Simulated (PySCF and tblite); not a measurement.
The numbers below are computed, except where a source is named.
Stationary points of CH$_{4}$S$_{2}$ at PBE0-D3(BJ)/def2-SVP, in Å:

Structure A

```
 1 C    -0.969   -0.067    0.029
 2 S     0.327    1.150   -0.313
 3 S     1.994    0.269    0.531
 4 H    -0.789   -1.007   -0.511
 5 H    -1.907    0.382   -0.333
 6 H    -1.055   -0.260    1.107
 7 H     2.402   -0.461   -0.538
```

Structure B

```
 1 C    -1.047   -0.059    0.062
 2 S     0.374    0.841   -0.583
 3 S     1.861   -0.421    0.247
 4 H    -1.081   -1.088   -0.325
 5 H    -1.932    0.487   -0.297
 6 H    -1.053   -0.065    1.162
 7 H     2.877    0.305   -0.266
```

The path came from a restrained scan, a climbing-image band and a saddle search at GFN2-xTB; energies are PBE0/pcSseg-2 + D3(BJ)//PBE0-D3(BJ)/def2-SVP, thermal terms GFN2-xTB.

Problem. Which structure is a saddle point, and along which motion?

Solution. B: one imaginary mode (176i cm⁻¹ at GFN2-xTB, mostly on H7), along the rotation about the S2–S3 bond (torsion C1–S2–S3–H from 88° to 272°, rising).

Problem. Give their symmetry and energies above the lowest.

Solution. A C1, 0.0 kcal/mol; B Cs, 6.2 kcal/mol.
